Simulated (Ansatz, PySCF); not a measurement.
Species, as SMILES: C1CN1.
Geometry (B3LYP-D3(BJ)/def2-TZVP, fixed):
```xyz
8

C     -0.0266    -0.3964     0.7404
N     -0.0403     0.8719     0.0001
C     -0.0474    -0.3972    -0.7389
H      0.8868     1.2834    -0.0132
H     -0.9333    -0.6098     1.2927
H     -0.9693    -0.6112    -1.2653
H      0.8882    -0.7010     1.2359
H      0.8531    -0.7023    -1.2597
```
Charge 0, spin multiplicity 1.

Near-linear dependence at HF/aug-cc-pVTZ with PySCF (spherical functions, density fitting): canonical orthogonalisation drops combinations whose overlap eigenvalue lies under the threshold. The set has 253 functions.

```csv
threshold,orbitals kept,energy minus last row (mEh)
1e-3,___,___
1e-4,___,___
1e-5,___,___
1e-6,253,0.000
1e-7,253,0.000
1e-9,253,0.000
```

Question: What belongs in the gaps?

Answer: 
- 1e-3, orbitals kept: 235
- 1e-3, energy minus last row (mEh): 22.505
- 1e-4, orbitals kept: 248
- 1e-4, energy minus last row (mEh): 0.071
- 1e-5, orbitals kept: 253
- 1e-5, energy minus last row (mEh): 0.000

The smallest overlap eigenvalue is 1.4e-05. Ansatz (a quantum-chemistry and plane-wave program) at its default drops 0 functions.
